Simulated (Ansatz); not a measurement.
# Relaxing Rb2Os

Computed with DFT PBE, scalar-relativistic, plane waves, PAW (Ansatz). Cutoff 420 eV, Γ-centred k mesh, Gaussian smearing, no spin polarisation in the final step.

The start puts Rb2Os on the MoSi2 (C11b) structure type (I4/mmm, No. 139), with Os in place of Mo, Rb in place of Si, at a guessed volume.

```
CELL_PARAMETERS angstrom
-2.10872 2.10872 5.17296
2.10872 -2.10872 5.17296
2.10872 2.10872 -5.17296
ATOMIC_POSITIONS crystal
Rb 0.66500 0.66500 0.00000
Rb 0.33500 0.33500 0.00000
Os 0.00000 0.00000 0.00000
```

Steps on the 16×16×16 mesh (3 atoms). 12 of 31 steps are shown, and the free energy counts from the last. Trial steps that were taken back and renewals of the plane-wave basis can be among the rows.

| step | ΔF (meV/atom) | V (Å³/atom) | P (GPa) | largest force component (eV/Å) |
| --- | --- | --- | --- | --- |
| 1 | 338.9 | 30.67 | 2.66 | 0.254 |
| 4 | 273.1 | 35.49 | -0.28 | 0.103 |
| 6 | 261.1 | 35.24 | -0.41 | 0.019 |
| 9 | 256.5 | 32.97 | -0.02 | 0.006 |
| 12 | 202.9 | 32.64 | 0.74 | 0.040 |
| 15 | 143.9 | 31.73 | -0.03 | 0.134 |
| 17 | 115.3 | 30.71 | 0.19 | 0.049 |
| 20 | 61.0 | 30.91 | 1.19 | 0.070 |
| 23 | 13.2 | 31.73 | 0.46 | 0.000 |
| 26 | 5.0 | 32.36 | 0.00 | 0.000 |
| 28 | 0.1 | 32.72 | 0.09 | 0.003 |
| 31 | 0.0 | 32.94 | 0.00 | 0.001 |

A final relaxation ran on a 20×20×20 mesh. The relaxed crystal, I4/mmm (No. 139):

```cif
data_structure
_symmetry_space_group_name_H-M 'I4/mmm'
_symmetry_Int_Tables_number 139
_cell_length_a 3.1218
_cell_length_b 3.1218
_cell_length_c 20.2467
_cell_angle_alpha 90.000
_cell_angle_beta 90.000
_cell_angle_gamma 90.000
_cell_volume 197.32
loop_
_atom_site_label
_atom_site_type_symbol
_atom_site_symmetry_multiplicity
_atom_site_Wyckoff_symbol
_atom_site_fract_x
_atom_site_fract_y
_atom_site_fract_z
_atom_site_occupancy
Rb1 Rb 4 e 0.50000 0.50000 0.12744 1
Os1 Os 2 a 0.00000 0.00000 0.00000 1
```

| Item | Value |
| --- | --- |
| Volume per atom | 32.89 Å³ |
| Density | 6.08 g/cm³ |
| Energy over the elements | 1.66 eV/atom |
| Gap on the 20×20×20 mesh | 0 eV (a metal) |

Energies over the elements count from the elements' standard structures at the same level, with no empirical corrections.

The final run used a 20×20×20 mesh on its 3-atom cell and 0.10 eV smearing. For metals, differences of a few meV/atom aren't resolved. Spin–orbit coupling is left out.

A structure relaxed within its symmetry needn't be a true minimum.

Cost: 3 runs of about 19 core-minutes in all, on Intel Xeon 6975P-C (Granite Rapids) (shared hosts).